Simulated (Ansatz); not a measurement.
Coupled-cluster run, C2H5B, SMILES `BC=C`.

```yaml
crystal:
  periodic: [false, false, false]
  atoms:
    - {symbol: B, position_ang: [-0.619153, 0.876253, -0.693948]}
    - {symbol: C, position_ang: [0.321991, 0.273488, 0.357517]}
    - {symbol: C, position_ang: [0.459546, -1.054278, 0.465497]}
    - {symbol: H, position_ang: [-1.226394, 0.135876, -1.414830]}
    - {symbol: H, position_ang: [-0.762792, 2.058315, -0.813355]}
    - {symbol: H, position_ang: [0.897394, 0.899504, 1.037344]}
    - {symbol: H, position_ang: [-0.092699, -1.722544, -0.189376]}
    - {symbol: H, position_ang: [1.114308, -1.523813, 1.195451]}
basis:
  gaussian: {orbitals: def2-TZVPP}
correlation: {method: ccsd_t}
output: {orbitals: {seedname: orbitals}}
```

```sh
$ ansatz run in.yaml --threads 2 --pin off --events-out ev --progress --plain
```

Log, shortened:

```
Functional definition: HF
951 factors; integrals over basis functions are off by at most 9.8e-4 eV
mean field evaluation 1: about -2809.6786 eV, gradient 2.7e1 eV
mean field evaluation 2: about -2809.6812 eV, gradient 2.7e1 eV
mean field evaluation 4: about -2811.7252 eV, gradient 2.8e0 eV
mean field evaluation 8: about -2811.7517 eV, gradient 1.3e-4 eV
mean field -2811.75174484 eV, -103.3299707493 hartree, gradient 9.1e-7 eV, S^2 0.000000; 0 other end points of the search recorded, 0 dependent functions left out; unrestricted orbitals would lower it
3 core orbitals not correlated: weight in the atoms' cores, before any rotation towards them, 1.000 or more for the frozen orbitals, at most 0.000 for the correlated occupied ones
reference -2811.75174484 eV, -103.3299707493 hartree; 8, 8 occupied and 152, 152 virtual orbitals, 951 factors
second order -11.57731217 eV of doubles, -0.00000000 eV of singles
cycle   1  -12.12865769 eV  change   -5.5e-1 eV  update   7.4e-2
cycle   2  -12.47027737 eV  change   -3.4e-1 eV  update   2.4e-2
cycle   3  -12.52694117 eV  change   -5.7e-2 eV  update   9.6e-3
cycle   4  -12.52427355 eV  change    2.7e-3 eV  update   2.6e-3
cycle   5  -12.52468438 eV  change   -4.1e-4 eV  update   8.2e-4
cycle   6  -12.52471677 eV  change   -3.2e-5 eV  update   2.9e-4
cycle   7  -12.52473601 eV  change   -1.9e-5 eV  update   8.9e-5
cycle   8  -12.52476968 eV  change   -3.4e-5 eV  update   4.8e-5
cycle   9  -12.52476944 eV  change    2.3e-7 eV  update   1.3e-5
perturbative correction -0.52397953 eV, -0.0192558926 hartree
Total energy: -2824.80049382 eV, -103.8095034293 hartree
```

Run time 16 s (2 threads of a server CPU on a shared host); peak host memory 1.3 GiB.

The correlation energy is -13.049 eV, 4.0 % of it from (T); the T1 diagnostic reads 0.0107.
